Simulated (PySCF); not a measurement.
Telling isomers of C4H10N2 apart by NMR

PySCF 2.14 calculation with geometry: GFN2-xTB, J couplings at B3LYP/pcJ-1 (spin–dipole term left out of most H,H and C,H couplings) and shielding tensors at PBE0/pcSseg-1 (GIAO); relativity neglected, in vacuum, single conformer, fast rotation and ring inversion assumed for equivalent nuclei.

δ = σ(ref) − σ, references computed at the same level: TMS for 1H, 13C. Multiplet labels drop J under 1 Hz and among equivalent protons, and merge close values. Unscaled 3J(H,H) run several per cent high. Where no couplings were computed, multiplicities follow the n + 1 count of equivalent neighbours, and m marks all less simple cases (inequivalent or close neighbours, rings, F or P nearby). Shifts are as computed. Against solution values, carbons near 30 ppm lie about +3 ppm off and those near 130 ppm about +5 ppm. Of 1211 compounds with measured shifts, 218 miss one by over three times the rms of a fit or turn the order of signals round; such compounds aren't used in these exercises. OH and NH positions are gas-phase values without hydrogen bonding to other molecules.

(1) Tabulate the signals of `CNN=C(C)C`, `CN1CCN1C` and their relative energies.

(2) What is the quickest way to tell CNN=C(C)C from CN1CCN1C?

## Answers

(1) 
| SMILES | carbon types | δC | δH | E rel. (kcal/mol) |
| --- | --- | --- | --- | --- |
| CNN=C(C)C | 1×C 3×CH3 | 134.0, 41.1, 29.8, 14.5 | 3.96 (br s, 1H), 3.21 (s, 3H), 1.97 (s, 3H), 1.59 (s, 3H) | 0.0 |
| CN1CCN1C | 2×CH2 2×CH3 | 52.3, 48.0 | 3.24 (s, 4H), 2.40 (s, 6H) | 23.5 |

Energies are electronic energies at PBE0/pcSseg-1 on these geometries, without zero-point or thermal terms, each for the one conformer computed, which needn't be the lowest.

(2) Count the carbon signals: 4 against 2. The first has a C=N carbon (C) at 134.0 ppm, the second an sp3 CH2 bonded to N at 52.3 ppm.
